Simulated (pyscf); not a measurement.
Thermochemistry of product channels of H₃C–CH₂–SiH₃ + Cl• on the doublet surface, in kcal/mol, from ωB97M-D3(BJ)/def2-TZVP energies (ideal gas, 1 atm, RRHO with modes under 100 cm⁻¹ raised to 100, one conformer, R ln 2 for chiral ones without a mode under 150 cm⁻¹). Optimised with ωB97X-D3(BJ)/def2-SVP in PySCF.

```
products                 ΔE  ΔH(298 K)  ΔG(600 K)  ΔG(1200 K)
--------------------  -----  ---------  ---------  ----------
H₃C–CH₂–SiH₂• + HCl    -8.5       -9.7      -14.3       -18.6
CH₃• + H₃C–SiH₂–Cl        ?      -35.1      -40.5           ?
CH₄ + •H₂C–SiH₂–Cl    -36.3      -37.8      -43.3       -48.3
H₃C–CH₂–SiH•–Cl + H₂      ?      -30.4      -31.7       -33.8
H₃C–CH₃ + •H₂Si–Cl    -34.1      -33.4      -37.9       -40.8
```

**Question.** Some entries are withheld; supply them.

**Answer.** 
- CH₃• + H₃C–SiH₂–Cl, ΔE: -32.6
- CH₃• + H₃C–SiH₂–Cl, ΔG(1200 K): -46.1
- H₃C–CH₂–SiH•–Cl + H₂, ΔE: -28.3

These are energies of the channels, which say nothing of barriers. H₃C–CH₂–SiH₃ lies 12.8 kcal/mol over its isomer H₃C–SiH₂–CH₃ (electronic energy, ωB97M-D3(BJ)/def2-TZVP). H₃C–CH₂–SiH₂• lies 11.7 kcal/mol over its isomer H₃C–SiH•–CH₃ (electronic energy, ωB97M-D3(BJ)/def2-TZVP). Left out: orbital degeneracy and the spin-orbit lowering of Cl.
